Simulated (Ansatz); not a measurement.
A made-up structure of C2H4Li, doublet:

| atom | x (Å) | y (Å) | z (Å) |
| --- | --- | --- | --- |
| Li1 | -2.3993 | -0.1209 | 0.5650 |
| C2 | 0.0940 | -0.0754 | -0.6757 |
| C3 | 0.6944 | 0.1157 | 0.4945 |
| H4 | -0.0706 | -1.0706 | -1.0765 |
| H5 | -0.2155 | 0.7565 | -1.3005 |
| H6 | 0.8760 | 1.1112 | 0.8845 |
| H7 | -1.4151 | -1.3533 | 0.7667 |

It is relaxed with PBE-D4/def2-SVP and then PBE0-D4/def2-TZVP (Ansatz 0.2.0). Atoms count as bonded within 1.22 times the sum of their covalent radii (H–H: 0.88 Å). The end point is not checked to be a true minimum.

Problem. Does its bonding change? (Judge from chemistry; the calculation decides.)

Solution. The calculation gives: Yes. Formed: Li1–C2, Li1–C3, C3–H7; broken: Li1–H7.

Where it ends: The first stage lowers the energy by 3.30 eV in 26 steps. It ends as C₂H₄Li ([Li]1[CH2][CH2]1):
Li1  (-2.048, 0.361, 0.053)
C2  (-0.231, -0.093, -0.765)
C3  (-0.166, -0.169, 0.649)
H4  (-0.293, -1.001, -1.358)
H5  (0.183, 0.768, -1.284)
H6  (0.297, 0.632, 1.218)
H7  (-0.178, -1.136, 1.144)
(Å)

Labels in which every atom is bracketed show which atoms are joined, not bond orders.

For scale, one of the runs: PBE0-D4/def2-TZVP relaxation, 100 basis functions, launched by `ansatz run in.yaml --threads 2 --pin off --events-out ev --progress --plain --max-ram 4352MiB`. The run took about 11 s on 2 CPU threads of an Arm Neoverse V2 (shared host).
